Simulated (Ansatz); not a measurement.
Species: hydrogen sulfide, H₂S (charge 0, singlet). 
Structure (B3LYP-D3(BJ)/def2-TZVP (Ansatz, an electronic-structure program) minimum search):
```
S
H 1 1.3426
H 1 1.3426 2 92.55
```
Charge 0, spin multiplicity 1.

Property: atomisation energy (electronic, to ground-state atoms), in eV. Cores are frozen in the correlated levels unless marked. UHF or UKS for open shells. No spin-orbit coupling. No relativistic terms. The coupled-cluster limit lacks core correlation, which all-electron functionals hold. CBS(X,Y): correlation extrapolated as X^-3; Hartree-Fock from the larger set (for Q and 5 zeta extrapolated as (X+1)exp(-9√X)).

```tsv
level	program	atomisation energy (eV)
BLYP/def2-TZVPD	Ansatz	7.83
revPBE-D3(BJ)/def2-TZVPD	Ansatz + dftd3	7.78
PBE0-D4/def2-TZVPD	Ansatz + dftd4	?
BHLYP-D4/def2-TZVPD	Ansatz + dftd4	?
CAM-B3LYP-D3(BJ)/def2-TZVPD	Ansatz + dftd3	?
B2PLYP-D4/def2-TZVPD	Ansatz + dftd4	7.76
PBE-QIDH/def2-TZVPD	Ansatz	7.69
SCS-MP2/STO-3G	Ansatz	7.68
SCS-MP2/6-31G	Ansatz	5.57
CCSD/6-31G*	Ansatz	6.62
CCSD(T)/CBS(cc-pV(Q+d)Z,cc-pV(5+d)Z)	Ansatz	7.96
```

Question: What belongs in the gaps?

Answer: 
- PBE0-D4/def2-TZVPD, atomisation energy (eV): 7.80
- BHLYP-D4/def2-TZVPD, atomisation energy (eV): 7.70
- CAM-B3LYP-D3(BJ)/def2-TZVPD, atomisation energy (eV): 7.89
